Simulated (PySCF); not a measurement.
C3H4F2S.
InChI=1S/C3H4F2S/c1-3(5)6-2-4/h1-2H2

Torsions of this conformer, `[CH2:1]=[C:2]([F:3])[S:4][CH2:5][F:6]`: C1–C2–S4–C5 -25°, C2–S4–C5–F6 76°.

The closed-shell ground state was solved at several levels (PySCF, density fitting, gas phase, non-relativistic). Geometry: PBE0-D3(BJ)/def2-SVP, one conformer, isolated molecule.

```csv
level,basis functions,HOMO (eV),LUMO (eV),gap (eV),dipole (D)
CAM-B3LYP/pcSseg-2,279,-8.38,0.75,9.13,1.82
PBE0/pcSseg-1,129,-7.08,-0.13,6.95,1.88
```

Q: What might B3LYP/def2-SVPD (165 basis functions) give for the same quantities?

A: HOMO -6.89 eV, LUMO -0.58 eV, gap 6.31 eV, dipole 1.73 D.

Q: Over all these levels, which gives the widest orbital gap and which the narrowest?

A: CAM-B3LYP/pcSseg-2 (range-separated hybrid) has the widest, 9.13 eV, and B3LYP/def2-SVPD (global hybrid, 20 % exact exchange) the narrowest, 6.31 eV. Functional and basis both differ between the two, so the spread mixes both effects.

Q: How far do the dipole and the HOMO energy spread over the levels?

A: The dipole runs from 1.73 to 1.88 D (mean 1.81 D) and the HOMO from -8.38 to -6.89 eV.
